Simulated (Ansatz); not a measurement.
Rutile SnO₂ was calculated with r²SCAN+SOC in Ansatz (PAW).

Settings: plane-wave cutoff 560 eV, 8×8×10 k mesh (along the axes of the cell as run), Fermi–Dirac smearing 0.01 eV, PAW data made under PBE.

Properties against volume:

Shape and atoms are relaxed at each volume.

```json
[
 {"V (Å³/atom)": "11.600", "P (GPa)": "9.21", "direct gap at Γ (eV)": "2.240", "c (Å)": "3.176", "a (Å)": "4.681"},
 {"V (Å³/atom)": "11.842", "P (GPa)": "4.32", "direct gap at Γ (eV)": "2.001", "c (Å)": "3.189", "a (Å)": "4.721"},
 {"V (Å³/atom)": "12.083", "P (GPa)": "0.00", "direct gap at Γ (eV)": "1.777", "c (Å)": "3.200", "a (Å)": "4.760"},
 {"V (Å³/atom)": "12.325", "P (GPa)": "-3.82", "direct gap at Γ (eV)": "1.568", "c (Å)": "3.211", "a (Å)": "4.799"},
 {"V (Å³/atom)": "12.567", "P (GPa)": "-7.17", "direct gap at Γ (eV)": "1.375", "c (Å)": "3.221", "a (Å)": "4.838"}
]
```

A straight line through the gaps at Γ against ln V gives a volume deformation potential dE_g(Γ)/d ln V of -10.8 eV: the gap at Γ widens under compression.

Measured, for comparison: band gap 3.81 eV (zero-point renormalisation of 215 meV (computed, non-adiabatic AHC, without the lattice-expansion part) added back here to the 1.8 K gap of; inputs from Miglio et al. (2020), arXiv:2011.12765).

Note: the bulk modulus comes from volumes at which shape and atoms were relaxed.

Ansatz is an electronic-structure program.
